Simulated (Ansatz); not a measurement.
# CH6Si: taking an electron away

Aim: the vertical ionisation energy of CH6Si, as cation minus neutral at the neutral's geometry, on several levels, and how well −ε(HOMO) stands in for it.

The runs use Ansatz 0.2.0, Gaussian basis; unrestricted cation, the program's frozen cores in correlated methods.

Plan: UKS PBE-D4/def2-TZVPP; UKS r2SCAN-D4/def2-TZVPP; UKS PBE0-D4/def2-TZVPP; UKS B3LYP-D4/def2-TZVPP; UKS wB97X-V/def2-TZVPP; UKS wB97M-V/def2-TZVPP; UKS B2PLYP/def2-TZVPP; UHF-CCSD(T)/def2-TZVPP; UHF-CCSD(T)/def2-QZVPP; extrapolation to the limit; then −ε(HOMO) from the neutral's earlier runs with LDA (SPW92), PBE-D4, revPBE-D4, BLYP-D4, r2SCAN-D4, B97M-V, PBE0-D4, B3LYP-D4, r2SCANh-D4, r2SCAN0-D4, HSE06-D4, BHLYP-D4, CAM-B3LYP-D4, LC-ωPBE, ωB97X-V, ωB97M-V.

## (1) Structure used throughout

The geometry comes from an earlier relaxation with PBE0-D4 in a triple-zeta def2 set; it is a stationary point, not always the lowest conformer.

SMILES `C[SiH3]`, 8 atoms, charge 0, spin multiplicity 1.

Atoms are counted from 1 here; the program's logs count them from 0.

Bond lengths: C1–Si2 1.871 Å, C1–H3 1.092 Å, C1–H4 1.092 Å, C1–H5 1.092 Å, Si2–H6 1.488 Å, Si2–H7 1.488 Å, Si2–H8 1.488 Å. Angles: Si2–C1–H3 110.8°, Si2–C1–H4 110.8°, Si2–C1–H5 110.8°, H3–C1–H4 108.1°, H3–C1–H5 108.1°, H4–C1–H5 108.1°, C1–Si2–H6 110.7°, C1–Si2–H7 110.7°, C1–Si2–H8 110.7°, H6–Si2–H7 108.2°, H6–Si2–H8 108.2°, H7–Si2–H8 108.2°.

## (2) Cation, UKS PBE-D4/def2-TZVPP

Contents of in.yaml:

```yaml
crystal:
  periodic: [false, false, false]
  atoms:
    - {symbol: C, position_ang: [-0.169989, 0.232649, -0.947362]}
    - {symbol: Si, position_ang: [0.173933, -0.221708, 0.834524]}
    - {symbol: H, position_ang: [-1.229034, 0.105715, -1.182287]}
    - {symbol: H, position_ang: [0.406739, -0.398799, -1.626717]}
    - {symbol: H, position_ang: [0.098484, 1.273513, -1.140750]}
    - {symbol: H, position_ang: [-0.614764, 0.638065, 1.758206]}
    - {symbol: H, position_ang: [1.616791, -0.045602, 1.153256]}
    - {symbol: H, position_ang: [-0.190161, -1.640832, 1.095229]}
basis:
  gaussian: {orbitals: def2-TZVPP}
total_charge: 1
magnetization: {spin_polarized: true, initial_magnetization: 1}
hamiltonian: {xc: pbe, dispersion: d4}
```

The run is started by

```bash
> ansatz run in.yaml --threads 2 --pin off --events-out ev --progress --plain --max-ram 32768MiB --backend cpu
```

The runs that follow: Cation, UKS r2SCAN-D4/def2-TZVPP; Cation, UKS PBE0-D4/def2-TZVPP; Cation, UKS B3LYP-D4/def2-TZVPP; Cation, UKS wB97X-V/def2-TZVPP; Cation, UKS wB97M-V/def2-TZVPP; Cation, UKS B2PLYP (frozen core)/def2-TZVPP; Cation, UHF-CCSD(T)/def2-TZVPP; Cation, UHF-CCSD(T)/def2-QZVPP.

**Question.** What will the summary of the whole plan be? Wanted: ionisation energy, CCSD(T)/CBS; nearest functional by difference; nearest −ε(HOMO); −ε(HOMO) of PBE; T1 of the cation.

The runs gave:

| quantity | value |
| --- | --- |
| ionisation energy, CCSD(T)/CBS | 11.83 eV |
| nearest functional by difference | ωB97M-V (-0.12 eV) |
| nearest −ε(HOMO) | ωB97X-V (-0.17 eV) |
| −ε(HOMO) of PBE | 7.91 eV |
| T1 of the cation | 0.016 |

What this shows: By cation minus neutral, the functionals miss by 0.55 eV at most. −ε(HOMO) of PBE misses by 3.9 eV, since self-interaction lifts the level. Among orbital estimates ωB97X-V comes nearest. Hartree-Fock falls 1.09 eV short, as the neutral has more correlation energy than the cation.
